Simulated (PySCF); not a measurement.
NO: input and log

State: ²Π (doublet), unpaired electrons π ↑.

An equivalent input (the run itself took its basis sets from the Basis Set Exchange, started from a PBE0 density and held the occupation σ 5α 5β, πx 1α 1β, πy 2α 1β):

```python
from pyscf import gto, dft
mol = gto.M(atom='N 0 0 0; O 0 0 1.149', basis={'N': 'pcseg-1', 'O': 'pcseg-1'},
            charge=0, spin=1, verbose=4, symmetry='C2v')
mf = dft.UKS(mol, xc='R2SCAN')
mf.grids.atom_grid = (80, 434)
mf.grids.prune = dft.gen_grid.treutler_prune
mf.irrep_nelec = {'A1': (5, 5), 'B1': (1, 1), 'B2': (2, 1)}
mf.conv_tol = 1e-9
mf.max_cycle = 60
mf.diis_space = 10
mf.kernel()
```

The log (some set-up lines and the per-cycle HOMO/LUMO lines removed):

```
******** <class 'pyscf.dft.uks_symm.SymAdaptedUKS'> ********
method = SymAdaptedUKS
damping factor = 0
level_shift factor = 0
DIIS = <class 'pyscf.scf.diis.CDIIS'>
diis_start_cycle = 1
diis_space = 10
diis_damp = 0
SCF conv_tol = 1e-09
SCF conv_tol_grad = None
SCF max_cycles = 60
number electrons alpha = 8  beta = 7
Set gradient conv threshold to 3.16228e-05
init E= -129.79818433245
cycle= 1 E= -129.798476072674  delta_E= -0.000292  |g|= 0.00422  |ddm|= 0.024
cycle= 2 E= -129.798456098424  delta_E= 2e-05  |g|= 0.00868  |ddm|= 0.0099
cycle= 3 E= -129.798484535952  delta_E= -2.84e-05  |g|= 0.00235  |ddm|= 0.00602
cycle= 4 E= -129.798486705345  delta_E= -2.17e-06  |g|= 0.000388  |ddm|= 0.00163
cycle= 5 E= -129.798486955648  delta_E= -2.5e-07  |g|= 0.000187  |ddm|= 0.000726
cycle= 6 E= -129.798487042641  delta_E= -8.7e-08  |g|= 5.57e-05  |ddm|= 0.000555
cycle= 7 E= -129.798487052513  delta_E= -9.87e-09  |g|= 1.04e-05  |ddm|= 0.000233
cycle= 8 E= -129.798487052663  delta_E= -1.5e-10  |g|= 3.5e-06  |ddm|= 2.73e-05
Extra cycle  E= -129.798487052628  delta_E= 3.45e-11  |g|= 1.03e-05  |ddm|= 7.68e-06
converged SCF energy = -129.798487052628  <S^2> = 0.7529423  2S+1 = 2.0029401
```

Repeating this along the bond gives Re = 1.155 Å and ωe = 1976 cm⁻¹.

A point of this curve took 0.45 CPU seconds beside 0.013 for the integrals, on Arm Neoverse V1 (shared host).

The state is the lowest determinant that a PBE0 search found; another state may lie lower at other levels.
